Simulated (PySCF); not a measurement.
**BH₂⁻: structure of the singlet**

Aim: relax BH₂⁻ as a singlet from a bent start, check by its vibrations whether the end is a minimum, and collect its spectrum and constants.

Program: PySCF 2.14.0. Level of theory: PBE0, basis B def2-TZVPD, H def2-TZVPD, no relativity, density fitting. These are calculated values, not measurements.

### 1 Starting geometry

3 atoms, charge -1, spin multiplicity 1.

Bond lengths: B1–H2 1.170 Å, B1–H3 1.170 Å. Angles: H2–B1–H3 110.0°.

Coordinates in bohr (charge -1 multiplicity 1):
```
B     0.0000    0.0000    0.0000
H     1.8111    0.0000    1.2682
H    -1.8111    0.0000    1.2682
```

### 2 First SCF at the start

The steps below are one call of a driver around PySCF. For each, scf.py gives the equivalent set-up of the SCF; relaxations use the driver's own optimiser. After this first run the driver tries any further starts and a stability analysis.

scf.py

```python
from pyscf import gto, scf, dft
mol = gto.M(atom='''
B      0.000000     0.000000     0.000000
H      0.958400     0.000000     0.671100
H     -0.958400     0.000000     0.671100''',
    basis={'B': 'def2-TZVPD', 'H': 'def2-TZVPD'},
    charge=-1, spin=0)
mf = dft.RKS(mol, xc='PBE0')
mf.grids.atom_grid = (50, 194)
aux = {'B': 'def2-universal-JKFIT', 'H': 'def2-universal-JKFIT'}
mf = mf.density_fit(auxbasis=aux)
mf.conv_tol = 1e-08
mf.diis_space = 10
mf.max_cycle = 60
mf.init_guess = 'minao'
mf.verbose = 4
mf.kernel()
```

On the command line:

```
$ OMP_NUM_THREADS=2 python axn.py task.json out
```

After this run come: Relaxing the singlet from the bent start; Is it a minimum? Harmonic modes; A spin-polarised start; Is it a minimum? Harmonic modes.

Q: Predict the outcome of this session. Wanted: minimum; geometry; wavenumbers; dipole moment; highest occupied, lowest empty level; polar-tensor charge of B1; zero-point energy; ⟨S²⟩.

**Answer**, as computed:

| quantity | value |
| --- | --- |
| minimum | broken-symmetry (Ms = 0), C2v |
| geometry | B–H 1.233 Å (×2); H–B–H 110.0° |
| wavenumbers (cm⁻¹) | 930, 2277, 2350 |
| dipole moment (centre of mass) | 2.15 D |
| highest occupied, lowest empty level (either spin) | 1.36, 4.25 eV |
| polar-tensor charge of B1 | -0.71 e |
| zero-point energy | 33.2 kJ/mol |
| entropy at 298.15 K | 190.9 J/(mol K) |
| ⟨S²⟩ | 0.630 |

What this shows: The molecule stays C2v, as typed, and the end point is a minimum. The determinant is spin-contaminated (⟨S²⟩ = 0.63 against 0.00), so it is no pure spin state. In the infrared the band at 2277 cm⁻¹ (stretch) leads. Only this shape and spin were tried, so other structures or states may lie lower. The SCF density has lower symmetry than the nuclear frame. The highest occupied level lies above zero: either self-interaction error lifts it or the extra electron is not bound, and the basis holds it in place.
